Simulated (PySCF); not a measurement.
## Core-level binding energies of 2,2-dichloropropane

Compound: 2,2-dichloropropane, C3H6Cl2.
Cartesian coordinates in Å at the GFN2-xTB level; atoms count from 1:
```
atom  x, y, z in Å
C1     1.0535   -0.6759   -0.3700
C2     0.1015    0.4849   -0.1682
C3    -1.1714    0.1056    0.5600
Cl4    0.9407    1.7724    0.7587
Cl5   -0.3256    1.1739   -1.7694
H6     0.5647   -1.4525   -0.9542
H7     1.9479   -0.3517   -0.8963
H8     1.3430   -1.0832    0.5962
H9    -1.7048   -0.6544   -0.0067
H10   -1.8178    0.9716    0.6799
H11   -0.9261   -0.2879    1.5440
```

The calculation used delta-SCF UKS SCAN, pcX-2 on the ionised atom, pcseg-1 elsewhere, spin-free X2C (PySCF). These are vertical core ionisation energies against the vacuum level, from separate self-consistent calculations with and without the core hole.

Problem. What binding energy does each computed site have?

Solution. 
```json
{"atom(s)": "Cl4/Cl5", "bonded to": "C", "level": "Cl 2p3/2", "binding energy (eV)": "205.98", "2p1/2 (eV)": "207.63", "above the level's lowest (eV)": "0.00", "count": "2"}
{"atom(s)": "C1/C3", "bonded to": "C and 3 H", "level": "C 1s", "binding energy (eV)": "291.34", "2p1/2 (eV)": "–", "above the level's lowest (eV)": "0.00", "count": "2"}
{"atom(s)": "C2", "bonded to": "2 Cl and 2 C", "level": "C 1s", "binding energy (eV)": "293.89", "2p1/2 (eV)": "–", "above the level's lowest (eV)": "+2.55", "count": "1"}
{"atom(s)": "Cl4/Cl5", "bonded to": "C", "level": "Cl 1s", "binding energy (eV)": "2828.56", "2p1/2 (eV)": "–", "above the level's lowest (eV)": "0.00", "count": "2"}
```

Lowest listed C 1s: C1/C3, bonded to C and 3 H. Highest, 2.55 eV above it: C2, bonded to 2 Cl and 2 C.

Problem. Which effective nuclear charge Zeff reproduces each element's mean 1s value in the hydrogen-like formula E = 13.606 eV × Zeff²?

Solution. C (Z = 6): mean 292.2 eV, Zeff = 4.63, Z − Zeff = 1.37; Cl (Z = 17): mean 2828.6 eV, Zeff = 14.42, Z − Zeff = 2.58. Means run over the listed sites, weighted by atom count.

Problem. Give the binding energy of Cl 1s of Cl4/Cl5 in hartree and in kJ/mol.

Solution. 2828.56 eV = 103.9477 Eh = 272915 kJ/mol.

Atoms equivalent by their bonding share one computed value, that of the first of them. Spin–orbit coupling isn't in the SCF: each 2p doublet comes from a relaxed spin-free hole plus a matrix of the shell (mean-field spin–orbit coupling and the ground-state 2p splitting), with 2p3/2 averaged over its two sublevels. 2p1/2 minus 2p3/2 (ligand field included): Cl 1.65 eV. Isolated species at its GFN2-xTB geometry, gas phase.
